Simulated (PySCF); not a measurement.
Structure problem from calculated spectra and properties.

Elements present: C, F and H. Monoisotopic mass: 88.0688 u.

| Item | Value |
| --- | --- |
| NMR, other nuclei | isotropic shieldings of nuclei other than C and H, by class: 404 (1 F) ppm [GIAO PBE0/pcSseg-1] |
| 13C NMR | chemical shifts (computed TMS as zero) by class: 76.5 (1 C), 28.8 (1 C), 23.2 (1 C), 14.9 (1 C), 13.8 (1 C) ppm [GIAO PBE0/pcSseg-1] |
| Rotational structure | rotational constants A, B, C: 9.611, 1.832, 1.708 GHz [GFN2-xTB] |
| Dipole | 1.85 D [PBE0/pcSseg-1] |
| 1H NMR | chemical shifts (computed TMS as zero) by class: 4.26 (1 H), 2.13 (1 H), 1.10 (1 H), 1.05 (3 H), 1.02 (1 H), 0.22 (1 H), 0.17 (1 H) ppm [GIAO PBE0/pcSseg-1] |

The electronic properties come from PySCF, for the isolated species, density fitting. Levels stand in brackets. Geometry: GFN2-xTB, one conformer, isolated molecule. NMR classes are plain means over equivalent atoms (diastereotopic ones count apart unless rotation or inversion swaps them), as if these changed places fast.

Problem. Which formula fits the mass and the elements?

Solution. C5H9F (calculated 88.0688). No other formula that holds each of these elements comes within 0.0003 u with a fitting electron parity and a possible valence count.

Problem. Give a SMILES that accounts for the data.

Solution. Numbering: `[CH3:1][CH2:2][C@@H:3]1[CH2:4][C@H:5]1[F:6]`. Its formula, C5H9F, gives 1 degree of unsaturation: 1 ring and 0 π bonds in the structure found. 5 carbons fall into 5 classes; from least to most shielded: sp3 C–F carbon [C5] (76.5 ppm), chain CH2 carbon [C2] (28.8 ppm), three-membered-ring carbon [C3] (23.2 ppm), methyl carbon [C1] (14.9 ppm), three-membered-ring carbon [C4] (13.8 ppm). Hydrogen classes from least to most shielded: 1 H on an sp3 C–F carbon, C5 (4.26 ppm), 1 H on a chain CH2 carbon, C2 (2.13 ppm), 1 H on a three-membered-ring carbon, C3 (1.10 ppm), 3 H on a methyl carbon, C1 (1.05 ppm), 1 H on a three-membered-ring carbon, C4 (1.02 ppm), 1 H on a chain CH2 carbon, C2 (0.22 ppm), 1 H on a three-membered-ring carbon, C4 (0.17 ppm). The other shieldings belong to: 404 ppm, alkyl fluorine [F6]. The optimised geometry has point group C1 and is an asymmetric top. Structure: `CC[C@@H]1C[C@H]1F`. Computed isomers that give other values at the same levels: `FC1CCCC1` (13C chemical shifts (computed TMS as zero) by class: 98.3 (1 C), 38.6 (2 C), 29.3 (2 C) ppm); `C=CC[C@H](C)F` (13C chemical shifts (computed TMS as zero) by class: 142.9 (1 C), 125.0 (1 C), 91.5 (1 C), 46.0 (1 C), 21.5 (1 C) ppm); `CC(C)=CCF` (13C chemical shifts (computed TMS as zero) by class: 138.5 (1 C), 132.5 (1 C), 85.5 (1 C), 29.3 (1 C), 19.2 (1 C) ppm). The assignments are read from this structure; whether some other isomer fits the data as well wasn't checked. The mirror image fits equally.

Conformer computed: `[CH3:1][CH2:2][C@@H:3]1[CH2:4][C@H:5]1[F:6]`: C1–C2–C3–C4 -83°.
